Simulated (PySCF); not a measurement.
# N(OH)3, singlet: molecular constants

These are results of PySCF, PBE0, basis N def2-TZVP, O def2-TZVP, H def2-TZVP (no relativity, density fitting), not measurements.

The structure is a minimum.

```xyz
7
charge 0 multiplicity 1, angstrom
N     0.0000    0.0000    0.4280
O     1.2626   -0.1030   -0.1581
O    -0.5421    1.1449   -0.1581
O    -0.7205   -1.0420   -0.1581
H     1.7662   -0.5889    0.5049
H    -0.3730    1.8240    0.5049
H    -1.3931   -1.2351    0.5049
```

```
Point group                                                                   : C3
Bond lengths                                                                  : N–O 1.396 Å (×3), O–H 0.964 Å (×3)
Bond angles                                                                   : H–O–N 102.8° (×3), O–N–O 103.6° (×3)
Lowest empty level                                                            : 0.82 eV
Rotational symmetry number                                                    : 3
Dipole moment                                                                 : 3.11 D
Heat capacity Cp at 298.15 K                                                  : 75.8 J/(mol K)
Highest occupied level                                                        : -7.28 eV
Principal quadrupole moments (Buckingham, traceless) about the centre of mass : -4.31, 2.16, 2.16 D Å
Atomisation energy without zero-point energy                                  : 2103 kJ/mol
Entropy at 298.15 K and 1 bar                                                 : 282.6 J/(mol K)
Principal polarisabilities                                                    : 19.0, 27.8, 27.8 bohr³
Rotational constants                                                          : 0.3492, 0.3492, 0.1927 cm⁻¹
Enthalpy at 298.15 K above 0 K                                                : 15.73 kJ/mol
Zero-point energy                                                             : 125.8 kJ/mol
```

Harmonic modes (masses in u: N 14.003, O 15.995, H 1.008):
```json
{"symmetry": "e", "ω (cm⁻¹)": "217", "IR (km/mol, summed over degenerate members)": "217"}
{"symmetry": "a", "ω (cm⁻¹)": "254", "IR (km/mol, summed over degenerate members)": "75.0"}
{"symmetry": "e", "ω (cm⁻¹)": "544", "IR (km/mol, summed over degenerate members)": "11.7"}
{"symmetry": "a", "ω (cm⁻¹)": "658", "IR (km/mol, summed over degenerate members)": "1.2"}
{"symmetry": "a", "ω (cm⁻¹)": "959", "IR (km/mol, summed over degenerate members)": "0.1"}
{"symmetry": "e", "ω (cm⁻¹)": "973", "IR (km/mol, summed over degenerate members)": "378"}
{"symmetry": "e", "ω (cm⁻¹)": "1379", "IR (km/mol, summed over degenerate members)": "146"}
{"symmetry": "a", "ω (cm⁻¹)": "1449", "IR (km/mol, summed over degenerate members)": "35.8"}
{"symmetry": "e", "ω (cm⁻¹)": "3829", "IR (km/mol, summed over degenerate members)": "134"}
{"symmetry": "a", "ω (cm⁻¹)": "3832", "IR (km/mol, summed over degenerate members)": "43.0"}
```

In C3 the vibrations span 5e + 5a.

Charges (e):
| atom | Mulliken | Löwdin | polar tensor | Mayer order to N1 |
| --- | --- | --- | --- | --- |
| N1 | 0.07 | -0.23 | 0.75 | – |
| O2,3,4 | -0.34 | -0.08 | -0.52 | 1.00 |
| H5,6,7 | 0.32 | 0.16 | 0.27 | 0.01 |
Other Mayer orders above 0.3: O–H 0.89 (×3).

Mulliken populations on N1: s 3.66, p 3.09, d 0.17, f 0.01.

Outer orbital energies (eV). occupied: -15.62, -15.17, -12.08, -12.08, -9.79, -9.79, -9.20, -7.28; empty: 0.82, 1.70, 1.70, 3.55.

This need not be the most stable arrangement of these atoms. At this level a singlet minimum of Cs symmetry lies 13 kJ/mol below this structure.

The final relaxation and frequency run took 61 s on 4 threads of a shared Arm Neoverse V1 host, with 142 basis functions and 18 gradients; the process peaked at 2.1 GiB. Launch command: `OMP_NUM_THREADS=4 python axn.py task.json out`.
